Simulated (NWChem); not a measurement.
Program: NWChem. System: methyl formate (C2H4O2), charge 0, spin multiplicity 1, at a geometry optimised with PBE0/def2-SVP. Level: G0W0@PBE0/def2-TZVP, RI basis def2-tzvp-rifit.

Job file:

```
start mol
memory heap 200 mb stack 700 mb global 1700 mb
geometry units angstroms nocenter noautoz noautosym
  C     -1.374822    -0.303103     0.103078
  O     -0.061601    -0.820880     0.255085
  C      0.930492     0.023026    -0.013095
  O      0.800398     1.159695    -0.365209
  H     -1.554237     0.009771    -0.936282
  H     -2.059927    -1.113157     0.377801
  H     -1.531376     0.566561     0.758260
  H      1.901143    -0.493232     0.141317
end
basis spherical
  * library def2-tzvp
end
basis "ri basis" bse spherical
  * library def2-tzvp-rifit
end
dft
  xc pbe0
  iterations 100
  direct
  tolerances tight
end
task dft energy
gw
  states alpha occ 4 vir 2
end
task dft gw
```

Output (cleaned and shortened):

```
             Northwest Computational Chemistry Package (NWChem) 7.3.0
             --------------------------------------------------------

                                NWChem Input Module
                                -------------------

 Scaling coordinates for geometry "geometry" by  1.889725989
 (inverse scale =  0.529177249)

                             Geometry "geometry" -> ""
                             -------------------------

 Output coordinates in angstroms (scale by  1.889725989 to convert to a.u.)

  No.       Tag          Charge          X              Y              Z
 ---- ---------------- ---------- -------------- -------------- --------------
    1 C                    6.0000    -1.37482200    -0.30310300     0.10307800
    2 O                    8.0000    -0.06160100    -0.82088000     0.25508500
    3 C                    6.0000     0.93049200     0.02302600    -0.01309500
    4 O                    8.0000     0.80039800     1.15969500    -0.36520900
    5 H                    1.0000    -1.55423700     0.00977100    -0.93628200
    6 H                    1.0000    -2.05992700    -1.11315700     0.37780100
    7 H                    1.0000    -1.53137600     0.56656100     0.75826000
    8 H                    1.0000     1.90114300    -0.49323200     0.14131700

 Effective nuclear repulsion energy (a.u.)     122.8375435292

            Nuclear Dipole moment (a.u.)
            ----------------------------
        X                 Y               Z
 ---------------- ---------------- ----------------
    -0.0000018897     0.0000018897     0.0000037795


 Summary of "ao basis" -> "" (spherical)
 ------------------------------------------------------------------------------
       Tag                 Description            Shells   Functions and Types
 ---------------- ------------------------------  ------  ---------------------
 *                         def2-tzvp                  on all atoms

 new library libraries.bse/

 Summary of "ri basis" -> "" (spherical)
 ------------------------------------------------------------------------------
       Tag                 Description            Shells   Functions and Types
 ---------------- ------------------------------  ------  ---------------------
 *                      def2-tzvp-rifit               on all atoms

                                 NWChem DFT Module
                                 -----------------

 Summary of "ao basis" -> "ao basis" (spherical)
 ------------------------------------------------------------------------------
       Tag                 Description            Shells   Functions and Types
 ---------------- ------------------------------  ------  ---------------------
 C                         def2-tzvp                11       31   5s3p2d1f
 O                         def2-tzvp                11       31   5s3p2d1f
 H                         def2-tzvp                 4        6   3s1p

 Summary of "ao basis" -> "ao basis" (spherical)
 ------------------------------------------------------------------------------
       Tag                 Description            Shells   Functions and Types
 ---------------- ------------------------------  ------  ---------------------
 C                         def2-tzvp                11       31   5s3p2d1f
 O                         def2-tzvp                11       31   5s3p2d1f
 H                         def2-tzvp                 4        6   3s1p

            General Information
            -------------------
          SCF calculation type: DFT
          Wavefunction type:  closed shell.
          No. of atoms     :     8
          No. of electrons :    32
           Alpha electrons :    16
            Beta electrons :    16
          Charge           :     0
          Spin multiplicity:     1
          Use of symmetry is: off; symmetry adaption is: off
          Maximum number of iterations: 100
          This is a Direct SCF calculation.
          AO basis - number of functions:   148
                     number of shells:    60
          Convergence on energy requested:  1.00D-06
          Convergence on density requested:  1.00D-05
          Convergence on gradient requested:  5.00D-04

              XC Information
              --------------
                         PBE0 Method XC Functional
                     Hartree-Fock (Exact) Exchange  0.250
          PerdewBurkeErnzerhof Exchange Functional  0.750
            Perdew 1991 LDA Correlation Functional  1.000 local
           PerdewBurkeErnz. Correlation Functional  1.000 non-local

             Grid Information
             ----------------
          Grid used for XC integration:  medium
          Radial quadrature: Mura-Knowles
          Angular quadrature: Lebedev.
          Tag              B.-S. Rad. Rad. Pts. Rad. Cut. Ang. Pts.
          ---              ---------- --------- --------- ---------
          C                   0.70       49          10.0       434
          O                   0.60       49          11.0       434
          H                   0.35       45          11.0       434
          Grid pruning is: on
          Number of quadrature shells:   376
          Spatial weights used:  Erf1

          Convergence Information
          -----------------------
          Convergence aids based upon iterative change in
          total energy or number of iterations.
          Levelshifting, if invoked, occurs when the
          HOMO/LUMO gap drops below (HL_TOL):  1.00D-02
          DIIS, if invoked, will attempt to extrapolate
          using up to (NFOCK): 10 stored Fock matrices.

                    Damping( 0%)  Levelshifting(0.5)       DIIS
                  --------------- ------------------- ---------------
          dE  on:    start            ASAP                start
          dE off:    2 iters        100 iters           100 iters

      Screening Tolerance Information
      -------------------------------
          Density screening/tol_rho:  1.00D-10
          AO Gaussian exp screening on grid/accAOfunc:  14
          CD Gaussian exp screening on grid/accCDfunc:  20
          XC Gaussian exp screening on grid/accXCfunc:  20
          Schwarz screening/accCoul:  1.00D-08

      Superposition of Atomic Density Guess
      -------------------------------------

 Sum of atomic energies:        -226.91050770

      Non-variational initial energy
      ------------------------------

 Total energy =    -228.820268
 1-e energy   =    -552.535002
 2-e energy   =     200.877191
 HOMO         =      -0.397847
 LUMO         =       0.023411

   convergence    iter        energy       DeltaE   RMS-Dens  Diis-err    time
 ---------------- ----- ----------------- --------- --------- ---------  ------
 d= 0,ls=0.0,diis     1   -228.7843565677 -3.52D+02  7.55D-03  1.18D+00     6.5
 d= 0,ls=0.0,diis     2   -228.5632023887  2.21D-01  5.40D-03  3.66D+00    11.9
 d= 0,ls=0.0,diis     3   -228.8932014693 -3.30D-01  1.33D-03  1.15D-01    17.2
 d= 0,ls=0.0,diis     4   -228.8988972488 -5.70D-03  5.34D-04  5.39D-02    22.5
 d= 0,ls=0.0,diis     5   -228.9033958167 -4.50D-03  1.14D-04  9.54D-04    27.9
 d= 0,ls=0.0,diis     6   -228.9034791756 -8.34D-05  2.42D-05  4.12D-05    33.2
 d= 0,ls=0.0,diis     7   -228.9034838988 -4.72D-06  3.65D-06  8.92D-07    38.4
 d= 0,ls=0.0,diis     8   -228.9034839792 -8.04D-08  1.64D-06  2.04D-07    43.7

         Total DFT energy =     -228.903483979202
      One electron energy =     -555.309201603508
           Coulomb energy =      232.833380733845
    Exchange-Corr. energy =      -29.265206638766
 Nuclear repulsion energy =      122.837543529227

 Numeric. integr. density =       32.000000400617

     Total iterative time =     42.6s

                       DFT Final Molecular Orbital Analysis
                       ------------------------------------

 Vector   14  Occ=2.000000D+00  E=-3.829462D-01
              MO Center= -4.9D-01, -4.2D-01,  1.4D-01, r^2= 2.4D+00
   Bfn.  Coefficient  Atom+Function         Bfn.  Coefficient  Atom+Function
  ----- ------------  ---------------      ----- ------------  ---------------
    38      0.283517  2 O  py                41      0.239511  2 O  py
     7     -0.214318  1 C  py                10     -0.165792  1 C  py
   132      0.152839  6 H  s                 44      0.151530  2 O  py
   100      0.148653  4 O  py                36     -0.136556  2 O  s
    69     -0.131954  3 C  py                35     -0.128754  2 O  s

 Vector   15  Occ=2.000000D+00  E=-3.317510D-01
              MO Center= -6.5D-02, -1.4D-02,  1.2D-03, r^2= 2.2D+00
   Bfn.  Coefficient  Atom+Function         Bfn.  Coefficient  Atom+Function
  ----- ------------  ---------------      ----- ------------  ---------------
    39      0.337618  2 O  pz                42      0.290124  2 O  pz
   101     -0.253013  4 O  pz                45      0.212918  2 O  pz
   104     -0.211425  4 O  pz               107     -0.148331  4 O  pz
     8     -0.122238  1 C  pz               126      0.118196  5 H  s
   138     -0.115693  7 H  s                 38      0.105481  2 O  py

 Vector   16  Occ=2.000000D+00  E=-3.068672D-01
              MO Center=  8.0D-01,  7.2D-01, -2.3D-01, r^2= 1.5D+00
   Bfn.  Coefficient  Atom+Function         Bfn.  Coefficient  Atom+Function
  ----- ------------  ---------------      ----- ------------  ---------------
    99      0.428211  4 O  px               102      0.359956  4 O  px
   105      0.250102  4 O  px                38      0.143354  2 O  py
   144     -0.144019  8 H  s                145     -0.132273  8 H  s
    41      0.129356  2 O  py                36      0.109732  2 O  s
    44      0.101218  2 O  py               143     -0.086868  8 H  s

 Vector   17  Occ=0.000000D+00  E= 2.062289D-03
              MO Center=  8.2D-01,  1.8D-01, -6.3D-02, r^2= 1.9D+00
   Bfn.  Coefficient  Atom+Function         Bfn.  Coefficient  Atom+Function
  ----- ------------  ---------------      ----- ------------  ---------------
    76      0.514672  3 C  pz                73      0.381941  3 C  pz
   107     -0.378675  4 O  pz                70      0.348036  3 C  pz
   101     -0.277273  4 O  pz               104     -0.222733  4 O  pz
    45     -0.218790  2 O  pz                39     -0.180688  2 O  pz
   127     -0.178987  5 H  s                 75      0.159613  3 C  py

 Vector   18  Occ=0.000000D+00  E= 5.914332D-02
              MO Center= -1.5D+00, -2.6D-02,  9.4D-03, r^2= 5.6D+00
   Bfn.  Coefficient  Atom+Function         Bfn.  Coefficient  Atom+Function
  ----- ------------  ---------------      ----- ------------  ---------------
     5      3.985985  1 C  s                127     -1.898285  5 H  s
   139     -1.875971  7 H  s                133     -1.266797  6 H  s
    67     -1.232240  3 C  s                 13      0.593014  1 C  py
    98      0.575153  4 O  s                 74      0.305335  3 C  px
     3      0.247570  1 C  s                 43      0.209079  2 O  px

 Vector   19  Occ=0.000000D+00  E= 8.256589D-02
              MO Center=  5.3D-01, -5.4D-01,  1.7D-01, r^2= 6.9D+00
   Bfn.  Coefficient  Atom+Function         Bfn.  Coefficient  Atom+Function
  ----- ------------  ---------------      ----- ------------  ---------------
   145      2.272943  8 H  s                 67     -1.405219  3 C  s
    36      1.249422  2 O  s                  5     -1.039423  1 C  s
    12     -0.864338  1 C  px                74     -0.766455  3 C  px
    75      0.530133  3 C  py               133      0.427053  6 H  s
    13      0.357011  1 C  py                66     -0.290355  3 C  s

 center of mass
 --------------
 x =   0.10122997 y =   0.03212267 z =  -0.01063738

 moments of inertia (a.u.)
 ------------------
         143.297097994388         -76.187891277669          24.900234376355
         -76.187891277669         217.308723110728          37.734451409032
          24.900234376355          37.734451409032         325.404409427249

     Multipole analysis of the density
     ---------------------------------

     L   x y z        total         alpha         beta         nuclear
     -   - - -        -----         -----         ----         -------
     0   0 0 0      0.000000    -16.000000    -16.000000     32.000000

     1   1 0 0     -0.405040     -0.202519     -0.202519     -0.000002
     1   0 1 0     -0.612683     -0.306343     -0.306343      0.000002
     1   0 0 1      0.193321      0.096659      0.096659      0.000004

     2   2 0 0    -14.602766    -68.562219    -68.562219    122.521672
     2   1 1 0     -1.298300    -20.167907    -20.167907     39.037515
     2   1 0 1      0.385221      6.626162      6.626162    -12.867103
     2   0 2 0    -20.506556    -43.299522    -43.299522     66.092489
     2   0 1 1      1.058806     10.032848     10.032848    -19.006891
     2   0 0 2    -17.452858    -14.559108    -14.559108     11.665358

 Task  times  cpu:       43.7s     wall:       43.7s

                                NWChem Input Module
                                -------------------

                                 NWChem GW Module
                                 ----------------

                             ***********************
                             ***        GW       ***
                             ***********************

 Summary of "ri basis" -> "ri basis" (spherical)
 ------------------------------------------------------------------------------
       Tag                 Description            Shells   Functions and Types
 ---------------- ------------------------------  ------  ---------------------
 C                      def2-tzvp-rifit             22       76   8s6p4d3f1g
 O                      def2-tzvp-rifit             22       76   8s6p4d3f1g
 H                      def2-tzvp-rifit              7       15   4s2p1d

                 Memory Information
                 ------------------
          Available GA per process is          1699.8 MBs
          Available stack per process is        700.0 MBs
          Available heap per process is           0.0 MBs

          Peak memory in Initialization
              Peak GA per process is                  8.6 MBs
              Peak stack per process is               0.3 MBs
              Peak heap per process is                9.0 MBs
              Memory not in MA per process            0.0 MBs

          Peak memory in AFF Calculation
              Peak GA per process is                 47.2 MBs
              Peak stack per process is              34.0 MBs
              Peak heap per process is                0.0 MBs
              Memory not in MA per process           34.0 MBs

          Computing 2-center integrals
          Computing Inverse Cholesky factor
          Computing 3-center integrals
          Computing V_xc ...

          Computing Sigma_x
          Computing RPA polarizability
          Solving quasiparticle equations

                  Alpha Orbitals
          State     Energy (eV)     Error (eV)
          -----------------------------------
@GW        13        -13.872           0.002
@GW        14        -12.991           0.002
@GW        15        -11.361           0.002
@GW        16        -10.707           0.002
@GW        17          2.611           0.002
@GW        18          3.420           0.004

   Applying  -2.3565 eV scissor-shift to rest of particle states

   Applying   2.5549 eV scissor-shift to rest of hole states

     GW Timing Statistics
   ------------------------
   Init.   :          0.1s
     ERIs  :          2.6s
     Distr.:          0.0s
     Vxc   :          4.7s
   Sigma_x :          0.0s
   RPA     :          2.9s
   Wmn     :          0.1s
   Sigma_c :          0.0s
   GW total:         10.5s

 Task  times  cpu:       10.5s     wall:       10.5s

 Total times  cpu:       54.2s     wall:       54.2s
```
